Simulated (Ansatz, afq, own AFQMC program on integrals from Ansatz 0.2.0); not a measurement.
AFQMC on a folder of integrals that Ansatz 0.2.0 wrote.

```yaml
crystal:
  periodic: [false, false, false]
  atoms:
    - {symbol: B, position_ang: [0.000000, -0.164873, 0.705047]}
    - {symbol: N, position_ang: [0.000000, 0.056411, -0.504884]}
    - {symbol: H, position_ang: [0.000000, 0.672749, 1.557766]}
    - {symbol: H, position_ang: [0.000000, 0.984730, -0.905096]}
    - {symbol: H, position_ang: [0.000000, -0.672979, -1.198842]}
basis:
  gaussian: {orbitals: cc-pVDZ}
magnetization: {spin_polarized: true, initial_magnetization: 1}
correlation: {method: ccsd_t, electrons: outside_noble_gas, hamiltonian_folder: ham}
```

```sh
$ ansatz run in.yaml --threads 1 --pin off --events-out ev --progress --plain --max-ram 1382MiB
```

Options of the walk:

```
--method free --trial cisd --walkers 60 --time-step 0.03 --max-blocks 80 --target-error 0.0004 --factor-cut 1e-05 --seed 3633 --times 0,0.21,0.42,0.81,1.2,1.8,2.4,3 --taylor-order 8
```

Times are imaginary, in 1/Eh. The walk had a cap of 1706 s.

Log:

```
orbitals 41  electrons 6 5  factors 330 of 396
reference energy -80.83411366 Eh
CCSD correlation -0.26028755 Eh in 11 cycles, weight of the determinant in the CISD state 0.9072
repeat  energy at the last time / Eh  error
    10  -81.101899  0.001350
    20  -81.101451  0.000763
    30  -81.102300  0.000774
    40  -81.101900  0.000641
    50  -81.101804  0.000530
    60  -81.101928  0.000504
    70  -81.102065  0.000492
    80  -81.102142  0.000452
time / (1/Eh)  energy / Eh  error  mean overlap
  0.00  -81.094378  0.000156  1.1030
  0.21  -81.098787  0.000209  1.0920
  0.42  -81.100221  0.000212  1.0943
  0.81  -81.101449  0.000254  1.0852
  1.20  -81.102007  0.000285  1.0947
  1.80  -81.101480  0.000341  1.1080
  2.40  -81.101752  0.000452  1.0969
  3.00  -81.102142  0.000452  1.0738
energy -81.102142 +/- 0.000452 Eh
```

The run passed its tests (error under three times the target), which doesn't prove that it has relaxed.

Against this walk (error 12.3 meV) on the same determinant: CCSD(T) 37.4 meV higher, the released energy of a separate walk with a CISD trial 10.8 ± 19.8 meV higher (within the noise). The error is statistical, and a free projection of finite length keeps a remainder of its start.

Cautions: remainder of the start not in the error; error above the target (12.3 against 10.9 meV).

The walk took 4.7 min on 1 thread of Arm Neoverse V2 (shared host). The log's last line is the free-projection energy.

A walk keeps the symmetry of its determinant, which the program's search chose and which needn't be the lowest solution, so a lower state of the same spin and another symmetry isn't excluded.
